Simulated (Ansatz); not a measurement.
fcc Cu was calculated with PBEsol-D3(BJ) (plane waves, PAW; Ansatz, an electronic-structure program).

Settings: plane-wave cutoff 520 eV, 26×26×26 k mesh, Fermi–Dirac smearing 0.05 eV, no spin polarisation, scalar-relativistic PAW data made under PBE.

Energies at three volumes about the minimum:

```csv
V (Å³/atom),E − E_lowest (meV/atom)
10.577,3.07
10.793,0.00
11.009,2.16
```

Q: Fit a parabola by hand: where is the minimum, what lattice constant follows, and what is the bulk modulus?

A: Slopes: (0.00 − 3.07)/(10.793 − 10.577) = -14.213 and (2.16 − 0.00)/(11.009 − 10.793) = 10.000 meV/Å³. Curvature E″ = 2 × (10.000 − (-14.213))/(11.009 − 10.577) = 112.097 meV/Å⁶. From the middle of the first interval, the slope vanishes at V0 = 10.6850 − (-14.213)/112.097 = 10.812 Å³/atom. B = V0 E″ = 10.812 × 112.097 meV/Å³ × 0.1602 GPa per meV/Å³ = 194 GPa. With 4 atoms in the cube, a = (4 × 10.812)^(1/3) = 3.510 Å. The full Birch–Murnaghan fit to all volumes gives V0 = 10.807 Å³/atom and B0 = 193 GPa.

Measured, for comparison: bulk modulus 144 GPa (0 K value with the zero-point phonon effect removed, our sources range from 140 to 145; as tabulated in Mejia-Rodriguez and Trickey (2018), arXiv:1807.09216); lattice constant a 3.595 Å (low-temperature or extrapolated to 0 K; zero-point anharmonic expansion removed; as tabulated in Csonka et al. (2009), arXiv:0903.4037). Computed (rounded) less measured: bulk modulus +34 % (+33 % to +38 % over the range).
